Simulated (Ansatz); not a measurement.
**Interaction energy ladder**

The pair of NH₄⁺ (SMILES [NH4+], atoms 1–5) and SiH₄ (SMILES [SiH4], atoms 6–10), both closed shells, in one local arrangement (a lower one may exist), relaxed at PBE0-D4/def2-TZVP:

```
atom    x (Å)    y (Å)    z (Å)
  N1  -0.1923   0.1423  -2.0149
  H2   0.1326  -0.7206  -2.4556
  H3  -0.0954   0.0625  -0.9788
  H4  -1.1733   0.2980  -2.2550
  H5   0.3686   0.9276  -2.3509
 Si6   0.1981  -0.1455   2.0728
  H7  -0.7105  -1.2263   2.5088
  H8   0.0476  -0.0643   0.5685
  H9   1.6222  -0.4559   2.3172
 H10  -0.1975   1.1821   2.5878
```

Computed with Ansatz 0.2.0 (basis: def2-TZVPPD, with def2-QZVPPD for the basis limit); correlated methods freeze the cores. B3LYP uses VWN-RPA correlation. Extrapolation: Hartree–Fock as exp(−7.88 √X), correlation as X^−2.97. Interaction energies count from these two fragments, frozen as in the pair, with the counterpoise correction; negative means bound.

What is the interaction energy by CCSD(T) at an estimated basis limit (MP2 extrapolated from triple and quadruple zeta, plus CCSD(T) − MP2 in triple zeta)? (An estimate is asked for; the value comes from the calculation.)

The calculation gives: -7.15 kcal/mol. Hartree–Fock alone gives -4.91 kcal/mol at the basis limit. It counts from the two fragments frozen as in the pair.

The same quantity by other methods in triple zeta, and each one's difference from that estimate:
```
   method  E_int (kcal/mol)  difference
   PBE-D4             -8.81       -1.66
revPBE-D4             -7.77       -0.62
  BLYP-D4             -8.42       -1.27
r2SCAN-D4             -7.69       -0.54
   B97M-V             -8.46       -1.31
  PBE0-D4             -8.08       -0.92
 B3LYP-D4             -8.12       -0.97
 HSE06-D4             -8.12       -0.96
  wB97X-V             -7.22       -0.07
  wB97M-V             -7.35       -0.19
   B2PLYP             -7.40       -0.25
       HF             -4.88        2.27
      MP2             -7.10        0.05
     CCSD             -6.67        0.48
  CCSD(T)             -6.99        0.16
```
Differences are method less estimate.

Which atoms make the shortest contact between the fragments?

H3 and H8, 1.56 Å apart.

Energy to bend the free fragments (PBE0-D4 minima) into their shapes in the pair, CCSD(T)/def2-TZVPPD: NH₄⁺ 0.21 kcal/mol; SiH₄ 1.07 kcal/mol. This must be added to the interaction energy to get the binding energy from relaxed fragments.

Basis-set superposition shift (counterpoise-corrected less uncorrected): CCSD(T) 0.25; MP2 0.26; HF 0.03; PBE0-D4 0.04; wB97M-V 0.04 kcal/mol.

T1 diagnostic: at most 0.012.

For scale, one of the runs: CCSD(T)/def2-TZVPPD, 221 basis functions, launched by `ansatz run in.yaml --threads 2 --pin off --events-out ev --progress --plain --max-ram 5222MiB`. The run took 43 s on 2 CPU threads of an Arm Neoverse V1 (shared host), with 3.3 GiB of host memory at its peak.
